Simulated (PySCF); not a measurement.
Gas-phase reaction: Si(NH2)4 → SiH2(NH2)2 + H2 + N2

Computed with PySCF and rigid-rotor harmonic-oscillator thermochemistry at 1 bar. † marks an energy on the PBE0/def2-TZVP geometry and frequencies; other levels use their own. 6-31G* has spherical d functions here. All species are closed-shell singlets. Si(NH2)4, SiH2(NH2)2: computed as isolated molecules; such fragments, hydroxides, amides, oligomers or adducts are transient or little studied in the gas.

ωB97X-V/def2-TZVP† gives ΔH°(298 K) = 220 kJ.

Task: What do PBE/def2-SVP, PBE0/def2-SVP†, HF/6-31G* give?

Result: PBE/def2-SVP: 200 kJ; PBE0/def2-SVP†: 227 kJ; HF/6-31G*: 133 kJ. For scale, ΔH°(298 K) is 220 kJ at this level, 225 kJ at ωB97M-V/def2-TZVP†, and runs from 133 to 328 kJ over the 18 levels computed.
